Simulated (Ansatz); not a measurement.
**BCl (SMILES [B]Cl) at revPBE/def2-TZVPPD**

What is the vertical ionisation energy of BCl at revPBE/def2-TZVPPD? 

The calculation is run with Ansatz 0.2.0.

40 further runs of the same task are left out: 40 set aside as unsound or not needed.

**1. The structure to begin with**

BCl has 2 atoms, charge 0, and is taken as a singlet. As SMILES, `[B]Cl`. Geometry: relaxed at PBE0-D4/def2-TZVP.

Bond lengths: B1–Cl2 1.718 Å.

**2. The energy at revPBE/def2-TZVPPD**

Input file input.yaml:

```yaml
crystal:
  periodic: [false, false, false]
  atoms:
    - {symbol: B, position_ang: [-0.000000, -0.000000, -0.069660]}
    - {symbol: Cl, position_ang: [0.000000, 0.000000, 1.648190]}
basis:
  gaussian:
    orbitals: def2-TZVPPD.json
hamiltonian:
  xc: {name: revPBE}
accuracy: high
output:
  orbitals: {seedname: orbitals}
```

The basis set def2-TZVPPD is read from a file made from the Basis Set Exchange's data (not shown).

The run is started by

```
$ ansatz run input.yaml --threads 1 --pin off --max-ram 3480MiB --events-out events.jsonl --progress --plain --runs-dir runs
```

The log of the run:

```text
Warning: RAYON_NUM_THREADS=1 ignored (pool sized by the plan → 1); use --threads N
Functional definition: revPBE
  name "revPBE"
  parameter kappa = 1.245
  parameter beta = 0.06672455060314922
  exchange = pbe_x(kappa = kappa, mu = beta*pi^2/3)
  correlation = pbe_c(beta = beta)
1174 factors; integrals over basis functions are off by at most 3.0e-9 eV
mean field evaluation 1: about -13194.2831 eV, gradient 1.7e1 eV
mean field evaluation 2: about -13192.6725 eV, gradient 2.9e1 eV
mean field evaluation 4: about -13195.1963 eV, gradient 9.4e-1 eV
mean field evaluation 8: about -13195.1974 eV, gradient 3.8e-3 eV
mean field evaluation 16: about -13195.1974 eV, gradient 6.9e-7 eV
mean field -13195.19744336 eV, -484.9145620173 hartree, gradient 7.6e-9 eV, S^2 0.000000; 0 other end points of the search recorded, 0 dependent functions left out
reference -13195.19744767 eV, -484.9145621758 hartree; 11, 11 occupied and 77, 77 virtual orbitals, 1174 factors
Total energy: -13195.19744767 eV, -484.9145621758 hartree
```

It took 2.5 s on 1 thread of Arm Neoverse V1, shared host; peak memory 0.14 GiB.

**3. The doublet cation**

Input file in.yaml:

```yaml
crystal:
  periodic: [false, false, false]
  atoms:
    - {symbol: B, position_ang: [-0.000000, -0.000000, -0.069660]}
    - {symbol: Cl, position_ang: [0.000000, 0.000000, 1.648190]}
basis:
  gaussian:
    orbitals: def2-TZVPPD.json
total_charge: 1
magnetization:
  spin_polarized: true
  initial_magnetization: 1
hamiltonian:
  xc: {name: revPBE}
accuracy: high
output: {orbitals: {seedname: orbitals}}
```

The basis set def2-TZVPPD is read from a file made from the Basis Set Exchange's data (not shown).

The run is started by

```
$ ansatz run in.yaml --threads 1 --pin off --max-ram 3480MiB --events-out events.jsonl --progress --plain --runs-dir runs
```

The log of the run, shortened:

```text
Warning: RAYON_NUM_THREADS=1 ignored (pool sized by the plan → 1); use --threads N
[... 6 set-up lines as earlier in the session ...]
1174 factors; integrals over basis functions are off by at most 3.0e-9 eV
mean field evaluation 1: about -13181.0626 eV, gradient 2.9e1 eV
mean field evaluation 2: about -13124.4694 eV, gradient 9.5e1 eV
mean field evaluation 4: about -13184.9477 eV, gradient 9.2e0 eV
mean field evaluation 8: about -13185.3663 eV, gradient 1.7e-1 eV
mean field evaluation 16: about -13185.3664 eV, gradient 5.9e-6 eV
mean field -13185.36643642 eV, -484.5532791762 hartree, gradient 3.5e-8 eV, S^2 0.759867; 0 other end points of the search recorded, 0 dependent functions left out
reference -13185.36644222 eV, -484.5532793890 hartree; 11, 10 occupied and 77, 78 virtual orbitals, 1174 factors
Total energy: -13185.36644222 eV, -484.5532793890 hartree
```

It took 3.9 s on 1 thread of Arm Neoverse V1, shared host; peak memory 0.17 GiB.

**4. Results**

Level: revPBE/def2-TZVPPD.

```
                                          quantity          value
                         singlet BCl: total energy  -484.91456 Eh
                          singlet BCl: HOMO energy       -6.25 eV
                          singlet BCl: LUMO energy       -2.89 eV
                        singlet BCl: HOMO–LUMO gap        3.37 eV
                      doublet cation: total energy  -484.55328 Eh
doublet cation: HOMO energy (highest over α and β)      -16.20 eV
 doublet cation: LUMO energy (lowest over α and β)      -13.06 eV
                              doublet cation: ⟨S²⟩          0.760
vertical ionisation energy (to the doublet cation)       9.831 eV
```

What this shows: Removing an electron at fixed nuclei costs 9.83 eV (949 kJ/mol). −ε(HOMO) before ionisation, 6.25 eV, is 3.58 eV below this ionisation energy.
